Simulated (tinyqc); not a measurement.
Inside a calculation (part 1 of 3). Method: UHF in the sto-6g basis, for NH3+, spin multiplicity 2. Computed by tinyqc, a small Python program that keeps every step (integrals from PySCF). Settings: charge = 1, multiplicity = 2, basis = sto-6g, energy threshold = 1e-09, iteration cap = 73, orthogonalisation = symmetric, start = random, DIIS depth = 6, method = UHF. Command: `OMP_NUM_THREADS=1 python tinyqc.py 23224 23225 out.jsonl` (the two numbers bound the seeds that draw the settings). One thread of a shared host (Intel(R) Xeon(R) Processor @ 2.60GHz), about 0.2 s of CPU time with the checks. Later iterations appear only in the table of the cycle.

## One-electron integrals

Geometry (angstrom):

| atom | x | y | z |
|---|---|---|---|
| N | 0.000000 | 0.000000 | 0.180000 |
| H | 1.218000 | 0.000000 | 0.000000 |
| H | -0.609000 | 1.055000 | 0.000000 |
| H | -0.609000 | -1.055000 | 0.000000 |

Basis sto-6g: exponents (1/bohr^2) and contraction coefficients of normalised primitives:

| element | l (shell) | exponent | coefficient |
|---|---|---|---|
| N | s (1) | 1027.828458 | 0.009164 |
| N | s (1) | 188.451223 | 0.049361 |
| N | s (1) | 52.721861 | 0.168538 |
| N | s (1) | 18.111382 | 0.370563 |
| N | s (1) | 7.033180 | 0.416492 |
| N | s (1) | 2.896652 | 0.130334 |
| N | s (2) | 39.198808 | -0.013253 |
| N | s (2) | 7.758467 | -0.046992 |
| N | s (2) | 2.411326 | -0.033785 |
| N | s (2) | 0.927724 | 0.250242 |
| N | s (2) | 0.402911 | 0.595117 |
| N | s (2) | 0.184684 | 0.240706 |
| N | p (3) | 39.198808 | 0.003760 |
| N | p (3) | 7.758467 | 0.037679 |
| N | p (3) | 2.411326 | 0.173897 |
| N | p (3) | 0.927724 | 0.418036 |
| N | p (3) | 0.402911 | 0.425860 |
| N | p (3) | 0.184684 | 0.101708 |
| H | s (1) | 35.523221 | 0.009164 |
| H | s (1) | 6.513144 | 0.049361 |
| H | s (1) | 1.822143 | 0.168538 |
| H | s (1) | 0.625955 | 0.370563 |
| H | s (1) | 0.243077 | 0.416492 |
| H | s (1) | 0.100112 | 0.130334 |

Overlap, kinetic and nuclear-attraction integrals over the contracted functions; the nuclear repulsion is the sum of Za Zb / Rab.

nuclear repulsion = 9.77740826 hartree

overlap S, lower triangle:
```
           1N 1s     1N 2s     1N 2px     1N 2py     1N 2pz     2H 1s     3H 1s     4H 1s
1N 1s   1.000000
1N 2s   0.229416  1.000000
1N 2px  0.000000  0.000000   1.000000
1N 2py  0.000000  0.000000   0.000000   1.000000
1N 2pz  0.000000  0.000000   0.000000   0.000000   1.000000
2H 1s   0.036415  0.369604   0.353452   0.000000  -0.052234  1.000000
3H 1s   0.036402  0.369522  -0.176674   0.306061  -0.052219  0.100429  1.000000
4H 1s   0.036402  0.369522  -0.176674  -0.306061  -0.052219  0.100429  0.100384  1.000000
```

kinetic energy T (hartree), lower triangle:
```
            1N 1s     1N 2s     1N 2px     1N 2py     1N 2pz      2H 1s      3H 1s     4H 1s
1N 1s   22.236411
1N 2s   -0.678745  0.632900
1N 2px   0.000000  0.000000   1.901294
1N 2py   0.000000  0.000000   0.000000   1.901294
1N 2pz   0.000000  0.000000   0.000000   0.000000   1.901294
2H 1s   -0.007791  0.051030   0.154255   0.000000  -0.022796   0.768522
3H 1s   -0.007792  0.050992  -0.077081   0.133532  -0.022783  -0.012115   0.768522
4H 1s   -0.007792  0.050992  -0.077081  -0.133532  -0.022783  -0.012115  -0.012116  0.768522
```

nuclear attraction V (hartree), lower triangle:
```
             1N 1s      1N 2s     1N 2px     1N 2py     1N 2pz      2H 1s      3H 1s      4H 1s
1N 1s   -47.962758
1N 2s    -4.942837  -8.105754
1N 2px   -0.000004  -0.000045  -8.144934
1N 2py    0.000000   0.000000   0.000000  -8.144931
1N 2pz    0.004966   0.057668   0.000007   0.000000  -8.026451
2H 1s    -0.890600  -2.334603  -2.021788   0.000000   0.310340  -4.713165
3H 1s    -0.890279  -2.333971   1.010525  -1.750599   0.310231  -0.531858  -4.712782
4H 1s    -0.890279  -2.333971   1.010525   1.750599   0.310231  -0.531858  -0.531617  -4.712782
```

core Hamiltonian H = T + V (hartree), lower triangle:
```
             1N 1s      1N 2s     1N 2px     1N 2py     1N 2pz      2H 1s      3H 1s      4H 1s
1N 1s   -25.726347
1N 2s    -5.621582  -7.472853
1N 2px   -0.000004  -0.000045  -6.243640
1N 2py    0.000000   0.000000   0.000000  -6.243636
1N 2pz    0.004966   0.057668   0.000007   0.000000  -6.125157
2H 1s    -0.898392  -2.283573  -1.867533   0.000000   0.287544  -3.944643
3H 1s    -0.898070  -2.282979   0.933443  -1.617067   0.287448  -0.543973  -3.944260
4H 1s    -0.898070  -2.282979   0.933443   1.617067   0.287448  -0.543973  -0.543733  -3.944260
```

## Two-electron integrals

Functions are numbered as in S; the eight-fold symmetry (ij|kl) = (ji|kl) = (kl|ij) leaves the list below.

Two-electron integrals (ij|kl) in chemists' order, unique and non-zero (hartree):
```
(11|11) 4.168742    (21|11) 0.583648    (21|21) 0.104114    (22|11) 0.968487
(22|21) 0.214450    (22|22) 0.708398    (31|31) 0.022075    (32|31) 0.033611
(32|32) 0.156576    (33|11) 0.968488    (33|21) 0.214450    (33|22) 0.708398
(33|33) 0.763241    (41|41) 0.022075    (42|41) 0.033611    (42|42) 0.156576
(43|43) 0.041133    (44|11) 0.968488    (44|21) 0.214450    (44|22) 0.708398
(44|33) 0.680975    (44|44) 0.763241    (51|51) 0.022075    (52|51) 0.033611
(52|52) 0.156576    (53|53) 0.041133    (54|54) 0.041133    (55|11) 0.968488
(55|21) 0.214450    (55|22) 0.708398    (55|33) 0.680975    (55|44) 0.680975
(55|55) 0.763241    (61|11) 0.098379    (61|21) 0.016841    (61|22) 0.034003
(61|31) 0.000936    (61|32) 0.001843    (61|33) 0.034183    (61|44) 0.033910
(61|51) -0.000138   (61|52) -0.000272   (61|53) -0.000040   (61|55) 0.033916
(61|61) 0.002787    (62|11) 0.258362    (62|21) 0.058090    (62|22) 0.214415
(62|31) 0.005171    (62|32) 0.039221    (62|33) 0.223056    (62|44) 0.209951
(62|51) -0.000764   (62|52) -0.005796   (62|53) -0.001937   (62|55) 0.210237
(62|61) 0.009550    (62|62) 0.086170    (63|11) 0.211663    (63|21) 0.048213
(63|22) 0.189065    (63|31) 0.009679    (63|32) 0.066217    (63|33) 0.206429
(63|44) 0.180267    (63|51) -0.000539   (63|52) -0.004683   (63|53) -0.002725
(63|55) 0.180501    (63|61) 0.008256    (63|62) 0.091140    (63|63) 0.105590
(64|41) 0.006031    (64|42) 0.034530    (64|43) 0.007720    (64|54) -0.001141
(64|64) 0.010774    (65|11) -0.031280   (65|21) -0.007125   (65|22) -0.027941
(65|31) -0.000539   (65|32) -0.004683   (65|33) -0.028225   (65|44) -0.026640
(65|51) 0.006111    (65|52) 0.035222    (65|53) 0.007955    (65|55) -0.028957
(65|61) -0.001220   (65|62) -0.013469   (65|63) -0.014012   (65|65) 0.012845
(66|11) 0.424310    (66|21) 0.097136    (66|22) 0.410301    (66|31) 0.010231
(66|32) 0.107340    (66|33) 0.445744    (66|44) 0.391991    (66|51) -0.001512
(66|52) -0.015863   (66|53) -0.007944   (66|55) 0.393165    (66|61) 0.016124
(66|62) 0.216674    (66|63) 0.256085    (66|65) -0.037845   (66|66) 0.774999
(71|11) 0.098343    (71|21) 0.016835    (71|22) 0.033991    (71|31) -0.000468
(71|32) -0.000921   (71|33) 0.033966    (71|41) 0.000811    (71|42) 0.001596
(71|43) -0.000118   (71|44) 0.034102    (71|51) -0.000138   (71|52) -0.000272
(71|53) 0.000020    (71|54) -0.000035   (71|55) 0.033904    (71|61) 0.002721
(71|62) 0.009062    (71|63) 0.007363    (71|64) 0.000281    (71|65) -0.001160
(71|66) 0.015100    (71|71) 0.002785    (72|11) 0.258292    (72|21) 0.058075
(72|22) 0.214359    (72|31) -0.002585   (72|32) -0.019603   (72|33) 0.213171
(72|41) 0.004477    (72|42) 0.033960    (72|43) -0.005673   (72|44) 0.219724
(72|51) -0.000764   (72|52) -0.005794   (72|53) 0.000968    (72|54) -0.001677
(72|55) 0.210183    (72|61) 0.009063    (72|62) 0.062369    (72|63) 0.051546
(72|64) 0.007242    (72|65) -0.009471   (72|66) 0.121325    (72|71) 0.009544
(72|72) 0.086129    (73|11) -0.105794   (73|21) -0.024098   (73|22) -0.094501
(73|31) 0.006941    (73|32) 0.042438    (73|33) -0.099160   (73|41) -0.001579
(73|42) -0.013717   (73|43) 0.009005    (73|44) -0.094122   (73|51) 0.000269
(73|52) 0.002340    (73|53) -0.001536   (73|54) 0.000686    (73|55) -0.090220
(73|61) -0.003438   (73|62) -0.019500   (73|63) -0.009575   (73|64) -0.001629
(73|65) 0.002913    (73|66) -0.031951   (73|71) -0.004125   (73|72) -0.045545
(73|73) 0.034457    (74|11) 0.183273    (74|21) 0.041746    (74|22) 0.163708
(74|31) -0.001579   (74|32) -0.013717   (74|33) 0.158410    (74|41) 0.008765
(74|42) 0.058282    (74|43) -0.007878   (74|44) 0.176422    (74|51) -0.000467
(74|52) -0.004054   (74|53) 0.000686    (74|54) -0.002329   (74|55) 0.156292
(74|61) 0.006518    (74|62) 0.048265    (74|63) 0.039767    (74|64) 0.012441
(74|65) -0.007188   (74|66) 0.095141    (74|71) 0.007146    (74|72) 0.078899
(74|73) -0.041037   (74|74) 0.081859    (75|11) -0.031269   (75|21) -0.007123
(75|22) -0.027931   (75|31) 0.000269    (75|32) 0.002340    (75|33) -0.027027
(75|41) -0.000467   (75|42) -0.004054   (75|43) 0.000686    (75|44) -0.027819
(75|51) 0.006109    (75|52) 0.035212    (75|53) -0.003976   (75|54) 0.006887
(75|55) -0.028947   (75|61) -0.001160   (75|62) -0.009470   (75|63) -0.007681
(75|64) -0.001071   (75|65) 0.008725    (75|66) -0.019627   (75|71) -0.001219
(75|72) -0.013462   (75|73) 0.007002    (75|74) -0.012129   (75|75) 0.012838
(76|11) 0.056694    (76|21) 0.012829    (76|22) 0.050116    (76|31) 0.000466
(76|32) 0.003960    (76|33) 0.050437    (76|41) 0.000807    (76|42) 0.006859
(76|43) 0.000308    (76|44) 0.050793    (76|51) -0.000275   (76|52) -0.002341
(76|53) -0.000300   (76|54) -0.000520   (76|55) 0.049118    (76|61) 0.002067
(76|62) 0.018585    (76|63) 0.018348    (76|64) 0.002009    (76|65) -0.003226
(76|66) 0.045352    (76|71) 0.002067    (76|72) 0.018581    (76|73) -0.007432
(76|74) 0.016893    (76|75) -0.003225   (76|76) 0.005009    (77|11) 0.424260
(77|21) 0.097125    (77|22) 0.410259    (77|31) -0.005114   (77|32) -0.053655
(77|33) 0.405386    (77|41) 0.008859    (77|42) 0.092950    (77|43) -0.023270
(77|44) 0.432265    (77|51) -0.001511   (77|52) -0.015859   (77|53) 0.003970
(77|54) -0.006878   (77|55) 0.393127    (77|61) 0.015103    (77|62) 0.121345
(77|63) 0.098383    (77|64) 0.019896    (77|65) -0.019631   (77|66) 0.250238
(77|71) 0.016116    (77|72) 0.216614    (77|73) -0.127996   (77|74) 0.221734
(77|75) -0.037831   (77|76) 0.045352    (77|77) 0.774999    (81|11) 0.098343
(81|21) 0.016835    (81|22) 0.033991    (81|31) -0.000468   (81|32) -0.000921
(81|33) 0.033966    (81|41) -0.000811   (81|42) -0.001596   (81|43) 0.000118
(81|44) 0.034102    (81|51) -0.000138   (81|52) -0.000272   (81|53) 0.000020
(81|54) 0.000035    (81|55) 0.033904    (81|61) 0.002721    (81|62) 0.009062
(81|63) 0.007363    (81|64) -0.000281   (81|65) -0.001160   (81|66) 0.015100
(81|71) 0.002720    (81|72) 0.009059    (81|73) -0.003924   (81|74) 0.006235
(81|75) -0.001160   (81|76) 0.001982    (81|77) 0.015098    (81|81) 0.002785
(82|11) 0.258292    (82|21) 0.058075    (82|22) 0.214359    (82|31) -0.002585
(82|32) -0.019603   (82|33) 0.213171    (82|41) -0.004477   (82|42) -0.033960
(82|43) 0.005673    (82|44) 0.219724    (82|51) -0.000764   (82|52) -0.005794
(82|53) 0.000968    (82|54) 0.001677    (82|55) 0.210183    (82|61) 0.009063
(82|62) 0.062369    (82|63) 0.051546    (82|64) -0.007242   (82|65) -0.009471
(82|66) 0.121325    (82|71) 0.009059    (82|72) 0.062351    (82|73) -0.032032
(82|74) 0.041012    (82|75) -0.009468   (82|76) 0.014145    (82|77) 0.121310
(82|81) 0.009544    (82|82) 0.086129    (83|11) -0.105794   (83|21) -0.024098
(83|22) -0.094501   (83|31) 0.006941    (83|32) 0.042438    (83|33) -0.099160
(83|41) 0.001579    (83|42) 0.013717    (83|43) -0.009005   (83|44) -0.094122
(83|51) 0.000269    (83|52) 0.002340    (83|53) -0.001536   (83|54) -0.000686
(83|55) -0.090220   (83|61) -0.003438   (83|62) -0.019500   (83|63) -0.009575
(83|64) 0.001629    (83|65) 0.002913    (83|66) -0.031951   (83|71) -0.003924
(83|72) -0.032032   (83|73) 0.023438    (83|74) -0.020690   (83|75) 0.004766
(83|76) -0.005606   (83|77) -0.066395   (83|81) -0.004125   (83|82) -0.045545
(83|83) 0.034457    (84|11) -0.183273   (84|21) -0.041746   (84|22) -0.163708
(84|31) 0.001579    (84|32) 0.013717    (84|33) -0.158410   (84|41) 0.008765
(84|42) 0.058282    (84|43) -0.007878   (84|44) -0.176422   (84|51) 0.000467
(84|52) 0.004054    (84|53) -0.000686   (84|54) -0.002329   (84|55) -0.156292
(84|61) -0.006518   (84|62) -0.048265   (84|63) -0.039767   (84|64) 0.012441
(84|65) 0.007188    (84|66) -0.095141   (84|71) -0.006235   (84|72) -0.041012
(84|73) 0.020690    (84|74) -0.020586   (84|75) 0.006115    (84|76) -0.009712
(84|77) -0.075242   (84|81) -0.007146   (84|82) -0.078899   (84|83) 0.041037
(84|84) 0.081859    (85|11) -0.031269   (85|21) -0.007123   (85|22) -0.027931
(85|31) 0.000269    (85|32) 0.002340    (85|33) -0.027027   (85|41) 0.000467
(85|42) 0.004054    (85|43) -0.000686   (85|44) -0.027819   (85|51) 0.006109
(85|52) 0.035212    (85|53) -0.003976   (85|54) -0.006887   (85|55) -0.028947
(85|61) -0.001160   (85|62) -0.009470   (85|63) -0.007681   (85|64) 0.001071
(85|65) 0.008725    (85|66) -0.019627   (85|71) -0.001160   (85|72) -0.009468
(85|73) 0.004766    (85|74) -0.006115   (85|75) 0.008723    (85|76) -0.002375
(85|77) -0.019624   (85|81) -0.001219   (85|82) -0.013462   (85|83) 0.007002
(85|84) 0.012129    (85|85) 0.012838    (86|11) 0.056694    (86|21) 0.012829
(86|22) 0.050116    (86|31) 0.000466    (86|32) 0.003960    (86|33) 0.050437
(86|41) -0.000807   (86|42) -0.006859   (86|43) -0.000308   (86|44) 0.050793
(86|51) -0.000275   (86|52) -0.002341   (86|53) -0.000300   (86|54) 0.000520
(86|55) 0.049118    (86|61) 0.002067    (86|62) 0.018585    (86|63) 0.018348
(86|64) -0.002009   (86|65) -0.003226   (86|66) 0.045352    (86|71) 0.001982
(86|72) 0.014145    (86|73) -0.005606   (86|74) 0.009712    (86|75) -0.002375
(86|76) 0.003923    (86|77) 0.027857    (86|81) 0.002067    (86|82) 0.018581
(86|83) -0.007432   (86|84) -0.016893   (86|85) -0.003225   (86|86) 0.005009
(87|11) 0.056669    (87|21) 0.012823    (87|22) 0.050094    (87|31) -0.000931
(87|32) -0.007915   (87|33) 0.050947    (87|44) 0.050237    (87|51) -0.000275
(87|52) -0.002339   (87|53) 0.000600    (87|55) 0.049096    (87|61) 0.001982
(87|62) 0.014142    (87|63) 0.011212    (87|65) -0.002374   (87|66) 0.027848
(87|71) 0.002066    (87|72) 0.018572    (87|73) -0.010906   (87|74) 0.014877
(87|75) -0.003223   (87|76) 0.003921    (87|77) 0.045329    (87|81) 0.002066
(87|82) 0.018572    (87|83) -0.010906   (87|84) -0.014877   (87|85) -0.003223
(87|86) 0.003921    (87|87) 0.005004    (88|11) 0.424260    (88|21) 0.097125
(88|22) 0.410259    (88|31) -0.005114   (88|32) -0.053655   (88|33) 0.405386
(88|41) -0.008859   (88|42) -0.092950   (88|43) 0.023270    (88|44) 0.432265
(88|51) -0.001511   (88|52) -0.015859   (88|53) 0.003970    (88|54) 0.006878
(88|55) 0.393127    (88|61) 0.015103    (88|62) 0.121345    (88|63) 0.098383
(88|64) -0.019896   (88|65) -0.019631   (88|66) 0.250238    (88|71) 0.015098
(88|72) 0.121310    (88|73) -0.066395   (88|74) 0.075242    (88|75) -0.019624
(88|76) 0.027857    (88|77) 0.250206    (88|81) 0.016116    (88|82) 0.216614
(88|83) -0.127996   (88|84) -0.221734   (88|85) -0.037831   (88|86) 0.045352
(88|87) 0.045329    (88|88) 0.774999
```

## Orthogonalisation

S = U s U^T; symmetric (Loewdin) form X = U s^(-1/2) U^T, so that X^T S X = 1.

eigenvalues of S: 0.415050  0.514029  0.514072  0.959832  1.022821  1.385528  1.385543  1.803125

X, lower triangle:
```
            1N 1s      1N 2s     1N 2px     1N 2py    1N 2pz      2H 1s      3H 1s     4H 1s
1N 1s    1.022689
1N 2s   -0.137251   1.208581
1N 2px  -0.000003   0.000037   1.090750
1N 2py   0.000000   0.000000   0.000000   1.090738
1N 2pz   0.002564  -0.026017  -0.000006   0.000000  1.003600
2H 1s    0.017365  -0.214270  -0.221130   0.000000  0.029751   1.126263
3H 1s    0.017362  -0.214201   0.110527  -0.191464  0.029739  -0.027344   1.126201
4H 1s    0.017362  -0.214201   0.110527   0.191464  0.029739  -0.027344  -0.027335  1.126201
```

## Starting guess

The start is random orthonormal orbitals; D(s) = C_occ C_occ^T for each spin.

D(alpha) at the start, lower triangle:
```
            1N 1s      1N 2s     1N 2px     1N 2py     1N 2pz      2H 1s     3H 1s     4H 1s
1N 1s    0.949402
1N 2s    0.003184   0.301377
1N 2px  -0.006571   0.048913   1.154521
1N 2py   0.102273  -0.453917   0.016618   1.104700
1N 2pz  -0.027478  -0.080828  -0.012576  -0.009958   0.968135
2H 1s   -0.050768  -0.077671  -0.157094   0.143876   0.112744   0.057886
3H 1s   -0.247414   0.047469   0.187907  -0.284223  -0.127054  -0.064947  0.236347
4H 1s    0.110024  -0.508094   0.229761   0.432548   0.105783   0.027790  0.151960  1.321602
```

D(beta) at the start, lower triangle:
```
            1N 1s      1N 2s     1N 2px     1N 2py     1N 2pz      2H 1s     3H 1s     4H 1s
1N 1s    0.655680
1N 2s    0.129639   0.246935
1N 2px   0.122524  -0.006665   1.097782
1N 2py  -0.173722  -0.335094   0.137921   0.845363
1N 2pz  -0.376425   0.069403   0.140790  -0.337844   0.553580
2H 1s   -0.127597  -0.044594  -0.123327   0.071684   0.021471   0.037791
3H 1s   -0.033693  -0.044544   0.093975  -0.083401   0.126850  -0.009045  0.080837
4H 1s    0.001389  -0.461324   0.277507   0.330470  -0.023276  -0.000625  0.231006  1.281423
```

## Iteration 1: building the Fock matrix

J_ij = sum D_kl (ij|kl) with D = D(alpha) + D(beta), K_ij = sum D_kl (ik|jl) for each spin; F = H + J - K(s); E = tr D H + tr D J / 2 - 0.5 sum_s tr D(s) K(s) + E_nn.

Coulomb J (hartree), lower triangle:
```
            1N 1s      1N 2s     1N 2px     1N 2py     1N 2pz     2H 1s     3H 1s     4H 1s
1N 1s   12.893990
1N 2s    2.310375   6.197867
1N 2px   0.005801  -0.043878   6.211061
1N 2py  -0.058216  -0.333121   0.047829   6.231747
1N 2pz  -0.017155  -0.036585   0.019513  -0.019800   6.150789
2H 1s    0.376117   1.824040   1.577057  -0.068800  -0.237667  3.410477
3H 1s    0.372844   1.777366  -0.787067   1.272057  -0.242173  0.412033  3.335896
4H 1s    0.378527   2.016928  -0.927650  -1.654133  -0.272647  0.456273  0.448228  4.491413
```

exchange K(alpha) (hartree), lower triangle:
```
            1N 1s      1N 2s     1N 2px     1N 2py     1N 2pz     2H 1s     3H 1s     4H 1s
1N 1s    4.012265
1N 2s    0.639793   0.641437
1N 2px   0.021120   0.074254   0.889010
1N 2py  -0.049104  -0.286179   0.043478   0.795648
1N 2pz  -0.035381  -0.052033   0.016394  -0.043953   0.861754
2H 1s    0.093477   0.164114   0.204219  -0.035380  -0.011185  0.107416
3H 1s    0.029263   0.115100  -0.051464   0.015087  -0.096695  0.024429  0.136041
4H 1s    0.128550   0.274723  -0.144386  -0.304021  -0.041322  0.044886  0.084540  0.806109
```

exchange K(beta) (hartree), lower triangle:
```
            1N 1s      1N 2s     1N 2px     1N 2py     1N 2pz     2H 1s     3H 1s     4H 1s
1N 1s    2.919335
1N 2s    0.576490   0.529539
1N 2px   0.109792   0.060015   0.834974
1N 2py  -0.238547  -0.258461   0.094973   0.658690
1N 2pz  -0.343393  -0.001452   0.098021  -0.217869   0.527552
2H 1s    0.102352   0.134817   0.188972  -0.015948   0.022920  0.094807
3H 1s    0.053004   0.083910  -0.057695   0.031303  -0.037771  0.014534  0.068910
4H 1s    0.135568   0.246453  -0.150363  -0.281562  -0.010279  0.036518  0.075697  0.792577
```

F(alpha) (hartree), lower triangle:
```
             1N 1s      1N 2s     1N 2px     1N 2py     1N 2pz      2H 1s      3H 1s      4H 1s
1N 1s   -16.844622
1N 2s    -3.951000  -1.916424
1N 2px   -0.015324  -0.118177  -0.921589
1N 2py   -0.009112  -0.046943   0.004351  -0.807538
1N 2pz    0.023193   0.073116   0.003126   0.024152  -0.836122
2H 1s    -0.615752  -0.623647  -0.494695  -0.033421   0.061061  -0.641582
3H 1s    -0.554489  -0.620714   0.197840  -0.360097   0.141970  -0.156369  -0.744405
4H 1s    -0.648093  -0.540774   0.150179   0.266956   0.056123  -0.132586  -0.180045  -0.258955
```

F(beta) (hartree), lower triangle:
```
             1N 1s      1N 2s     1N 2px     1N 2py     1N 2pz      2H 1s      3H 1s      4H 1s
1N 1s   -15.751691
1N 2s    -3.887697  -1.804525
1N 2px   -0.103996  -0.103938  -0.867553
1N 2py    0.180331  -0.074660  -0.047144  -0.670580
1N 2pz    0.331204   0.022535  -0.078501   0.198069  -0.501921
2H 1s    -0.624627  -0.594350  -0.479449  -0.052852   0.026957  -0.628973
3H 1s    -0.578231  -0.589523   0.204071  -0.376313   0.083046  -0.146473  -0.677274
4H 1s    -0.655111  -0.512504   0.156156   0.244496   0.025080  -0.124217  -0.171201  -0.245424
```

total energy of this density = -47.47256807 hartree
